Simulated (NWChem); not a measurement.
System: CH3S anion

Parts of the log:

```
             Northwest Computational Chemistry Package (NWChem) 7.3.0
             --------------------------------------------------------

 C3V symmetry detected

                             Geometry "geometry" -> ""
                             -------------------------

 Output coordinates in angstroms (scale by  1.889725989 to convert to a.u.)

  No.       Tag          Charge          X              Y              Z
 ---- ---------------- ---------- -------------- -------------- --------------
    1 C                    6.0000    -0.00000000    -0.00000000    -1.13258016
    2 S                   16.0000    -0.00000000    -0.00000000     0.71456184
    3 H                    1.0000     0.72494405     0.72494405    -1.54583616
    4 H                    1.0000     0.26534794    -0.99029198    -1.54583616
    5 H                    1.0000    -0.99029198     0.26534794    -1.54583616

 Effective nuclear repulsion energy (a.u.)      47.2473648242

      Symmetry information
      --------------------

 Group name             C3v
 Group number             17
 Group order               6
 No. of unique centers     3

  perdew91 is a nonlocal functional; adding pw91lda local functional.

                                 NWChem DFT Module
                                 -----------------

 Summary of "ao basis" -> "ao basis" (spherical)
 ------------------------------------------------------------------------------
       Tag                 Description            Shells   Functions and Types
 ---------------- ------------------------------  ------  ---------------------
 C                         def2-svpd                 8       20   4s2p2d
 S                         def2-svpd                11       27   5s4p2d
 H                         def2-svpd                 4        8   2s2p

      Symmetry analysis of basis
      --------------------------

        a1         25
        a2          2
        e          44

  Rotation of axis

            General Information
            -------------------
          SCF calculation type: DFT
          Wavefunction type:  closed shell.
          No. of atoms     :     5
          No. of electrons :    26
           Alpha electrons :    13
            Beta electrons :    13
          Charge           :    -1
          Spin multiplicity:     1
          Use of symmetry is: on ; symmetry adaption is: on
          Maximum number of iterations: 150
          AO basis - number of functions:    71
                     number of shells:    31
          Convergence on energy requested:  1.00D-06
          Convergence on density requested:  1.00D-05
          Convergence on gradient requested:  5.00D-04

              XC Information
              --------------
                 Perdew 1991   Exchange Functional  1.000
                Perdew 1991 Correlation Functional  1.000 non-local
            Perdew 1991 LDA Correlation Functional  1.000 local

             Grid Information
             ----------------
          Grid used for XC integration:  medium
          Radial quadrature: Mura-Knowles
          Angular quadrature: Lebedev.
          Tag              B.-S. Rad. Rad. Pts. Rad. Cut. Ang. Pts.
          ---              ---------- --------- --------- ---------
          C                   0.70       49          10.0       434
          S                   1.00       88          10.0       590
          H                   0.35       45          10.0       434
          Grid pruning is: on
          Number of quadrature shells:   182
          Spatial weights used:  Erf1

      Superposition of Atomic Density Guess
      -------------------------------------

 Sum of atomic energies:        -436.47458384

 Renormalizing density from      25.00 to     26

      Non-variational initial energy
      ------------------------------

 Total energy =    -447.667726
 1-e energy   =    -722.320576
 2-e energy   =     227.405485
 HOMO         =       0.103861
 LUMO         =       0.242112

      Symmetry analysis of molecular orbitals - initial
      -------------------------------------------------

  Numbering of irreducible representations:

     1 a1          2 a2          3 e

  Orbital symmetries:

     1 a1          2 a1          3 a1          4 a1          5 e
     6 e           7 a1          8 a1          9 e          10 e
    11 a1         12 e          13 e          14 a1         15 a1
    16 e          17 e          18 a1         19 e          20 e
    21 e          22 e          23 a1

     ---------------------------------------------
      Total Density - Mulliken Population Analysis
     ---------------------------------------------

    Atom       Charge   Shell Charges
 -----------   ------   -------------------------------------------------------
    1 C    6     5.89   1.99  0.87  0.05  0.03  1.61  1.29  0.02  0.03
    2 S   16    17.06   2.00  1.98  0.96  0.94  0.06  5.88  1.30  2.90  0.96  0.02  0.07
    3 H    1     1.02   0.72  0.14  0.02  0.13
    4 H    1     1.02   0.72  0.14  0.02  0.13
    5 H    1     1.02   0.72  0.14  0.02  0.13

   convergence    iter        energy       DeltaE   RMS-Dens  Diis-err
 ---------------- ----- ----------------- --------- --------- ---------
 d= 0,ls=0.0,diis     1   -437.7572520935 -4.85D+02  3.70D-02  1.43D+00
 d= 0,ls=0.0,diis     2   -437.5856475423  1.72D-01  2.40D-02  2.40D+00
 d= 0,ls=0.0,diis     3   -437.9368019568 -3.51D-01  5.06D-03  7.07D-02
 d= 0,ls=0.0,diis     4   -437.9418049328 -5.00D-03  2.98D-03  2.62D-02
 d= 0,ls=0.0,diis     5   -437.9461315445 -4.33D-03  5.14D-04  3.18D-04
  Resetting Diis
 d= 0,ls=0.0,diis     6   -437.9461958534 -6.43D-05  3.57D-05  3.21D-06
 d= 0,ls=0.0,diis     7   -437.9461963626 -5.09D-07  1.03D-05  6.74D-08
 d= 0,ls=0.0,diis     8   -437.9461963447  1.79D-08  6.20D-06  1.76D-07

         Total DFT energy =     -437.946196344712
      One electron energy =     -702.800592529002
           Coulomb energy =      249.932039454501
    Exchange-Corr. energy =      -32.325008094412
 Nuclear repulsion energy =       47.247364824201

 Numeric. integr. density =       25.999995657304

                  Occupations of the irreducible representations
                  ----------------------------------------------

                     irrep           alpha         beta
                     --------     --------     --------
                     a1                7.0          7.0
                     a2                0.0          0.0
                     e                 6.0          6.0

                       DFT Final Molecular Orbital Analysis
                       ------------------------------------

 Vector   11  Occ=2.000000D+00  E=-8.541876D-02  Symmetry=a1
              MO Center=  2.8D-16, -2.5D-16,  1.9D-01, r^2= 2.3D+00
   Bfn.  Coefficient  Atom+Function         Bfn.  Coefficient  Atom+Function
  ----- ------------  ---------------      ----- ------------  ---------------
     7     -0.384124  1 C  pz                 4      0.359057  1 C  s
    34      0.353088  2 S  pz                31      0.325919  2 S  pz
    23      0.248638  2 S  s                 10     -0.213096  1 C  pz
    28      0.188124  2 S  pz                24      0.180115  2 S  s
    22     -0.173972  2 S  s                  2     -0.132175  1 C  s

 Vector   12  Occ=2.000000D+00  E= 4.698753D-02  Symmetry=e
              MO Center= -1.0D-02, -6.2D-03,  6.1D-01, r^2= 2.3D+00
   Bfn.  Coefficient  Atom+Function         Bfn.  Coefficient  Atom+Function
  ----- ------------  ---------------      ----- ------------  ---------------
    32      0.434638  2 S  px                33     -0.338643  2 S  py
    29      0.334229  2 S  px                30     -0.260410  2 S  py
    26      0.190003  2 S  px                35      0.189566  2 S  px
    27     -0.148038  2 S  py                36     -0.147698  2 S  py
    65      0.145120  5 H  s                 57     -0.125709  4 H  s

 Vector   13  Occ=2.000000D+00  E= 4.698753D-02  Symmetry=e
              MO Center=  1.0D-02,  6.2D-03,  6.1D-01, r^2= 2.3D+00
   Bfn.  Coefficient  Atom+Function         Bfn.  Coefficient  Atom+Function
  ----- ------------  ---------------      ----- ------------  ---------------
    33      0.434638  2 S  py                32      0.338643  2 S  px
    30      0.334229  2 S  py                29      0.260410  2 S  px
    27      0.190003  2 S  py                36      0.189566  2 S  py
    49     -0.156364  3 H  s                 26      0.148038  2 S  px
    35      0.147698  2 S  px                48     -0.134160  3 H  s

 Vector   14  Occ=0.000000D+00  E= 1.529352D-01  Symmetry=a1
              MO Center=  1.6D-13,  5.6D-14, -1.3D+00, r^2= 8.7D+00
   Bfn.  Coefficient  Atom+Function         Bfn.  Coefficient  Atom+Function
  ----- ------------  ---------------      ----- ------------  ---------------
     3      2.496879  1 C  s                 49     -1.409164  3 H  s
    57     -1.409164  4 H  s                 65     -1.409164  5 H  s
     4      1.278577  1 C  s                 37     -0.894657  2 S  pz
    25      0.750821  2 S  s                 55     -0.477197  3 H  pz
    63     -0.477197  4 H  pz                71     -0.477197  5 H  pz

 Vector   15  Occ=0.000000D+00  E= 1.870643D-01  Symmetry=a1
              MO Center= -2.4D-13,  9.0D-14,  2.1D+00, r^2= 7.0D+00
   Bfn.  Coefficient  Atom+Function         Bfn.  Coefficient  Atom+Function
  ----- ------------  ---------------      ----- ------------  ---------------
     4      2.856431  1 C  s                  3      2.068309  1 C  s
    37      1.366050  2 S  pz                49     -1.100396  3 H  s
    57     -1.100396  4 H  s                 65     -1.100396  5 H  s
    24     -1.051475  2 S  s                 62     -0.367182  4 H  py
    69     -0.367182  5 H  px                53      0.268796  3 H  px

 Vector   16  Occ=0.000000D+00  E= 1.983260D-01  Symmetry=e
              MO Center=  2.9D-01, -1.0D-01, -1.3D-01, r^2= 1.1D+01
   Bfn.  Coefficient  Atom+Function         Bfn.  Coefficient  Atom+Function
  ----- ------------  ---------------      ----- ------------  ---------------
    57     -2.313046  4 H  s                 49      2.200211  3 H  s
    36     -1.104132  2 S  py                62     -0.942973  4 H  py
     9     -0.825173  1 C  py                54     -0.721323  3 H  py
    53     -0.555589  3 H  px                17      0.444772  1 C  d -1
    63     -0.366754  4 H  pz                55      0.348863  3 H  pz

     ---------------------------------------------
      Total Density - Mulliken Population Analysis
     ---------------------------------------------

    Atom       Charge   Shell Charges
 -----------   ------   -------------------------------------------------------
    1 C    6     5.91   1.98  0.95 -0.22  0.03  2.07  0.99  0.03  0.06
    2 S   16    16.97   2.00  1.98  1.26  0.62  0.07  5.92  1.80  2.63  0.60  0.03  0.06
    3 H    1     1.04   0.76  0.13  0.02  0.13
    4 H    1     1.04   0.76  0.13  0.02  0.13
    5 H    1     1.04   0.76  0.13  0.02  0.13

     -------------------------------------------
      Total Density - Lowdin Population Analysis
     -------------------------------------------

    Atom       Charge   Shell Charges
 -----------   ------   -------------------------------------------------------
    1 C    6     6.42   1.96  0.50  0.22  0.14  1.79  1.09  0.06  0.66
    2 S   16    16.28   2.00  1.95  0.89  0.55  0.18  5.81  1.85  2.24  0.56  0.04  0.21
    3 H    1     1.10   0.58  0.19  0.06  0.28
    4 H    1     1.10   0.58  0.19  0.06  0.28
    5 H    1     1.10   0.58  0.19  0.06  0.28

     Multipole analysis of the density
     ---------------------------------

     L   x y z        total         alpha         beta         nuclear
     -   - - -        -----         -----         ----         -------
     0   0 0 0     -1.000000    -13.000000    -13.000000     25.000000

     1   1 0 0     -0.000000     -0.000000     -0.000000     -0.000000
     1   0 1 0      0.000000      0.000000      0.000000     -0.000000
     1   0 0 1     -1.320714     -0.660357     -0.660357      0.000000

     2   2 0 0    -21.199695    -13.414974    -13.414974      5.630253
     2   1 1 0     -0.000000     -0.000000     -0.000000      0.000000
     2   1 0 1     -0.000000     -0.000000     -0.000000      0.000000
     2   0 2 0    -21.199695    -13.414974    -13.414974      5.630253
     2   0 1 1     -0.000000     -0.000000     -0.000000      0.000000
     2   0 0 2    -22.095449    -52.177160    -52.177160     82.258871
```

Level: PW91/def2-SVPD. Coordinates come from a B3LYP/def2-SVPD optimisation. The highest occupied level is positive, so the extra electron may be held by the finite basis.

Question: Reconstruct the input file.

Answer: One answer among several that fit: the input that was run:
```
start job
memory heap 200 mb stack 900 mb global 1100 mb
charge -1
geometry units angstroms noautoz
  C      0.000000     0.000000    -1.100113
  S      0.000000     0.000000     0.747029
  H      0.724944     0.724944    -1.513369
  H      0.265348    -0.990292    -1.513369
  H     -0.990292     0.265348    -1.513369
end
basis spherical
  * library def2-svpd
end
dft
  xc xperdew91 perdew91
  iterations 150
  mulliken
end
task dft energy
```
